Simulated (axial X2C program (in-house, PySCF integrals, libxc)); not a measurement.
## Outer orbitals of O₂ at 1.195 Å, HF

Computed with an in-house relativistic program for diatomic molecules. Spin-free means the one-electron spin-free X2C Hamiltonian; two-component (2c) means X2C with spin–orbit coupling and atomic mean-field two-electron Coulomb and Gaunt terms, so the difference of the two also holds small scalar two-electron terms. Basis: O dyall-av3z [7s6p3d2f] (cores contracted in-house); Gaussian nuclei, density fitting, unrestricted open shells. Masses: O 15.995 u.

The distance is close to the 2c PBE0 minimum; the highest filled and lowest empty levels are listed.

Spin-free orbitals, state M_S = 1, Λ = 0 (beyond evenly filled blocks: π+α, π-α) (Löwdin shares):

```json
{"symmetry": "σα", "occupied": "yes", "ε (eV)": "-32.79", "atomic character": "58% O s, 31% O p, 9% O d"}
{"symmetry": "σβ", "occupied": "yes", "ε (eV)": "-27.00", "atomic character": "54% O s, 37% O p, 7% O d"}
{"symmetry": "π+α", "occupied": "yes", "ε (eV)": "-23.10", "atomic character": "94% O p"}
{"symmetry": "π-α", "occupied": "yes", "ε (eV)": "-23.10", "atomic character": "94% O p"}
{"symmetry": "σα", "occupied": "yes", "ε (eV)": "-20.98", "atomic character": "82% O p, 15% O s"}
{"symmetry": "σβ", "occupied": "yes", "ε (eV)": "-19.26", "atomic character": "77% O p, 20% O s"}
{"symmetry": "π-β", "occupied": "yes", "ε (eV)": "-15.87", "atomic character": "92% O p, 6% O d"}
{"symmetry": "π+β", "occupied": "yes", "ε (eV)": "-15.87", "atomic character": "92% O p, 6% O d"}
{"symmetry": "π+α", "occupied": "yes", "ε (eV)": "-15.07", "atomic character": "82% O p, 13% O d, 5% O f"}
{"symmetry": "π-α", "occupied": "yes", "ε (eV)": "-15.07", "atomic character": "82% O p, 13% O d, 5% O f"}
{"symmetry": "σα", "occupied": "no", "ε (eV)": "2.10", "atomic character": "97% O p"}
{"symmetry": "σβ", "occupied": "no", "ε (eV)": "2.14", "atomic character": "97% O p"}
{"symmetry": "π-β", "occupied": "no", "ε (eV)": "2.45", "atomic character": "77% O p, 21% O d"}
{"symmetry": "π+β", "occupied": "no", "ε (eV)": "2.45", "atomic character": "77% O p, 21% O d"}
```

Spinors with spin–orbit coupling (state Ω = 1):

| ω | occupied | ε (eV) | atomic character | λ mixture |
| --- | --- | --- | --- | --- |
| 1/2 | yes | -32.79 | 58% O s, 31% O p, 9% O d | 100% σ |
| -1/2 | yes | -27.00 | 54% O s, 37% O p, 7% O d | 100% σ |
| -1/2 | yes | -23.11 | 94% O p | 100% π |
| 3/2 | yes | -23.08 | 94% O p | 100% π |
| 1/2 | yes | -20.98 | 82% O p, 15% O s | 100% σ |
| -1/2 | yes | -19.26 | 77% O p, 20% O s | 100% σ |
| 1/2 | yes | -15.87 | 92% O p, 6% O d | 100% π |
| -3/2 | yes | -15.86 | 92% O p, 6% O d | 100% π |
| -1/2 | yes | -15.08 | 82% O p, 13% O d, 5% O f | 100% π |
| 3/2 | yes | -15.05 | 82% O p, 13% O d, 5% O f | 100% π |
| 1/2 | no | 2.13 | 97% O p | 100% σ |
| -1/2 | no | 2.17 | 97% O p | 100% σ |
| 1/2 | no | 2.45 | 76% O p, 21% O d | 100% π |
| -3/2 | no | 2.46 | 77% O p, 21% O d | 100% π |

Mulliken charges and populations of the two-component result (they depend on the basis, above all on diffuse functions):

O1 0.00 e (s 3.83 p 4.07 d 0.08 f 0.01), O2 0.00 e (s 3.83 p 4.07 d 0.08 f 0.01). ⟨Lz⟩ = 0.00 ħ and ⟨Sz⟩ = 1.00 ħ (0.50 and 0.50 on the two atoms), which add up to Ω.

The state is a single determinant with fixed occupations, the lowest that a limited PBE0 search found. With several unpaired electrons one determinant need not be a pure state. Open-shell Ω = 0 determinants with evenly filled partner blocks cannot be reached by this program, so the Ω shown need not be the lowest component. This is the Ω = 1 component of a π² triplet; the 0⁺ component is not one determinant and can lie lowest.
